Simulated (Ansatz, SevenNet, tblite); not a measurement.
TO(Γ) frequency of zinc-blende BP: levels of theory against measurement

Reference value: 794 cm⁻¹ (measured, temperature not stated, no zero-point or thermal correction; as tabulated in Solozhenko et al. (2014), arXiv:1505.05714).

```json
[
 {"level (code)": "GFN2-xTB (tblite)", "value (cm⁻¹)": "739", "cell (Å³/atom)": "11.90", "difference (%)": "-6.9"},
 {"level (code)": "SevenNet-0", "value (cm⁻¹)": "573", "cell (Å³/atom)": "11.64", "difference (%)": "-28"},
 {"level (code)": "PBE (Ansatz)", "value (cm⁻¹)": "800", "cell (Å³/atom)": "11.76", "difference (%)": "+0.8"},
 {"level (code)": "PBE-D3(BJ) (Ansatz)", "value (cm⁻¹)": "822", "cell (Å³/atom)": "11.45", "difference (%)": "+3.5"},
 {"level (code)": "r²SCAN+rVV10 (Ansatz)", "value (cm⁻¹)": "821", "cell (Å³/atom)": "11.63", "difference (%)": "+3.4"}
]
```

Once the reference is moved by up to 3.0 % (a margin picked here for doubts on the reference and the settings, and for temperature and zero-point motion) and values within 0.7 % count as equal, the nearest can be PBE (+0.8 %), r²SCAN+rVV10 (+3.4 %), PBE-D3(BJ) (+3.5 %) or GFN2-xTB (-6.9 %). Among them SevenNet-0 (-28 %) misses by most. Within 10 %: GFN2-xTB, PBE, PBE-D3(BJ), r²SCAN+rVV10.

The measured value isn't corrected to a static lattice, so vibrations enter the comparison.  GFN2-xTB: the method was fitted mainly to molecules. GFN2-xTB: the run uses a supercell at the zone centre in place of a k mesh. PBE-D3(BJ): the dispersion coefficients are held fixed in the derivatives. Each level is taken at its own relaxed cell. Cutoffs and k meshes differ between the levels. Ansatz's density-functional and Hartree–Fock values are scalar-relativistic unless marked +SOC, with PAW data made under PBE.

Machine-learned potentials (SevenNet-0) are trained on DFT data: a solid inside that data is no test of them.

Differences are worked out from the printed values.

Ansatz is a first-principles code.
